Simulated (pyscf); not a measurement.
HS–GeH₃ (SMILES [SH][GeH3]) + HF (SMILES F) → H₂S (SMILES S) + F–GeH₃ (SMILES [F][GeH3]) (four-centre exchange; singlet surface; Ge–S, F–H broken, H–S, F–Ge formed). Structures and frequencies: ωB97X-D3(BJ)/def2-SVP in PySCF. MP2 and CC: frozen core, UHF for open shells. ΔMP2 is the change of the MP2 total energy from the triple- to the quadruple-zeta basis. Energies in eV from the separated reactants.

```csv
level,barrier,reaction energy
ωB97X-D3(BJ)/def2-TZVP,1.17,-0.07
PBE/def2-TZVP,0.84,-0.14
B3LYP-D3(BJ)/def2-TZVP,1.05,-0.19
M06-2X/def2-TZVP,1.08,-0.25
ωB97M-D3(BJ)/def2-TZVP,___,-0.19
CCSD/def2-TZVPP,1.43,-0.13
CCSD(T)/def2-TZVPP + ΔMP2(QZVPP),___,___
```

What belongs in the gaps?


- ωB97M-D3(BJ)/def2-TZVP, barrier: 1.13
- CCSD(T)/def2-TZVPP + ΔMP2(QZVPP), barrier: 1.32
- CCSD(T)/def2-TZVPP + ΔMP2(QZVPP), reaction energy: -0.09

On the reactant side the descent ends in a complex, 0.29 eV under the separated species and 1.45 eV under the saddle at ωB97X-D3(BJ)/def2-TZVP. This is the saddle that the search found; another between the same sides may lie lower. The CCSD(T) − MP2 part came from Ansatz, without density fitting, on the same reference. The frozen core leaves the outer d or s,p core shells of the metals and heavy elements correlated in the MP2 and CC values, and def2-TZVPP describes them poorly, which can shift differences by a few kcal/mol. Elements up to Kr have no core potential and no relativistic terms here.
